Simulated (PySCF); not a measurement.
Spin-rotation constants: ethanol (CCO, C$_{2}$H$_{6}$O)

Molfile (atoms numbered from 1):
```
C2H6O
     RDKit          3D

  9  8  0  0  0  0  0  0  0  0999 V2000
    0.8359    0.1655    0.0174 C   0  0  0  0  0  0  0  0  0  0  0  0
   -0.5795   -0.3689   -0.0803 C   0  0  0  0  0  0  0  0  0  0  0  0
   -1.5026    0.5917   -0.5180 O   0  0  0  0  0  0  0  0  0  0  0  0
    1.5433   -0.6285    0.3035 H   0  0  0  0  0  0  0  0  0  0  0  0
    0.9103    0.9624    0.7767 H   0  0  0  0  0  0  0  0  0  0  0  0
    1.1576    0.5870   -0.9471 H   0  0  0  0  0  0  0  0  0  0  0  0
   -0.8814   -0.8125    0.8913 H   0  0  0  0  0  0  0  0  0  0  0  0
   -0.6196   -1.1884   -0.8161 H   0  0  0  0  0  0  0  0  0  0  0  0
   -1.4997    1.3162    0.1162 H   0  0  0  0  0  0  0  0  0  0  0  0
  1  2  1  0
  2  3  1  0
  1  4  1  0
  1  5  1  0
  1  6  1  0
  2  7  1  0
  2  8  1  0
  3  9  1  0
M  END
```

Computed with GIAO PBE0/pcSseg-2 magnetisability, rotational g tensor and spin-rotation constants, non-relativistic, gas phase (PySCF 2.14.0). Geometry: PBE0-D3(BJ)/def2-SVP.

Give the nuclear spin-rotation constants along the inertial axes (H = +C I·J) beside the isotropic shieldings.

Rotational constants 34.6359, 9.2827, 8.2067 GHz. A star marks the isotopologue with that one atom substituted, in its own axes.
| atom | isotope | Caa (kHz) | Cbb (kHz) | Ccc (kHz) | mean (kHz) | σ (ppm) |
| --- | --- | --- | --- | --- | --- | --- |
| H4 | 1H | -0.731 | -0.540 | -0.906 | -0.726 | 30.1 |
| H5 | 1H | -3.616 | -0.531 | -0.256 | -1.468 | 30.3 |
| H6 | 1H | -3.624 | -0.576 | -0.139 | -1.446 | 29.9 |
| H7 | 1H | -3.654 | -0.436 | 0.125 | -1.322 | 27.5 |
| H8 | 1H | -3.688 | -0.373 | 0.036 | -1.342 | 27.7 |
| H9 | 1H | -4.451 | -0.620 | -0.433 | -1.835 | 31.5 |
| C1 | 13C* | 4.641 | 1.365 | 1.410 | 2.472 | 161.7 |
| C2 | 13C* | 6.458 | 1.896 | 2.029 | 3.461 | 121.3 |
| O3 | 17O* | -3.393 | -0.862 | -0.736 | -1.663 | 281.7 |

For the geometry as given, no vibrational averaging.
